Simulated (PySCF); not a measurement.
Compound: C4H4S.
SMILES: `C#CCC=S`

Method used: EOM-IP-CCSD/aug-cc-pVDZ in PySCF, restricted Hartree–Fock reference, frozen core, non-relativistic, gas phase, PBE0-D3(BJ)/def2-SVP geometry.

The vertical ionisation energies are 8.94, 10.72, 10.91, 11.39, 13.43, 14.62, 15.80, 16.18 eV.

Task: Which Hartree–Fock orbital leads each hole, and what is its Koopmans value −ε?

Result: 
```json
{"leading hole (HF orbital)": "HOMO", "Koopmans (eV)": "9.53", "EOM-IP-CCSD (eV)": "8.94", "change (eV)": "-0.59", "one-hole share": "0.95"}
{"leading hole (HF orbital)": "HOMO-1", "Koopmans (eV)": "10.82", "EOM-IP-CCSD (eV)": "10.72", "change (eV)": "-0.10", "one-hole share": "0.96"}
{"leading hole (HF orbital)": "HOMO-2", "Koopmans (eV)": "11.10", "EOM-IP-CCSD (eV)": "10.91", "change (eV)": "-0.19", "one-hole share": "0.96"}
{"leading hole (HF orbital)": "HOMO-3", "Koopmans (eV)": "11.37", "EOM-IP-CCSD (eV)": "11.39", "change (eV)": "+0.02", "one-hole share": "0.95"}
{"leading hole (HF orbital)": "HOMO-4", "Koopmans (eV)": "14.54", "EOM-IP-CCSD (eV)": "13.43", "change (eV)": "-1.11", "one-hole share": "0.94"}
{"leading hole (HF orbital)": "HOMO-5", "Koopmans (eV)": "16.18", "EOM-IP-CCSD (eV)": "14.62", "change (eV)": "-1.56", "one-hole share": "0.93"}
{"leading hole (HF orbital)": "HOMO-6", "Koopmans (eV)": "17.29", "EOM-IP-CCSD (eV)": "15.80", "change (eV)": "-1.49", "one-hole share": "0.93"}
{"leading hole (HF orbital)": "HOMO-7", "Koopmans (eV)": "18.15", "EOM-IP-CCSD (eV)": "16.18", "change (eV)": "-1.97", "one-hole share": "0.92"}
```

Task: Does the order of the lines follow the orbital energies?

Result: Yes, no two lines change places. The corrections run from -1.97 to +0.02 eV, with a mean of -0.87 eV over the 8 lines; EOM-IP-CCSD lies above the Koopmans value for HOMO-3.

Task: At what kinetic energies would He I light (21.22 eV) eject these electrons?

Result: 12.28 eV (HOMO), 10.50 eV (HOMO-1), 10.31 eV (HOMO-2), 9.83 eV (HOMO-3), 7.79 eV (HOMO-4), 6.60 eV (HOMO-5), 5.42 eV (HOMO-6), 5.04 eV (HOMO-7).

One root was sought for each valence orbital with −ε under 21 eV, eight at most, so deeper holes and satellites are missing; no vibrational structure.

Shape of the structure used: `[CH:1]#[C:2][CH2:3][CH:4]=[S:5]`: C2–C3–C4–S5 -138°.

One conformer stands for the species.
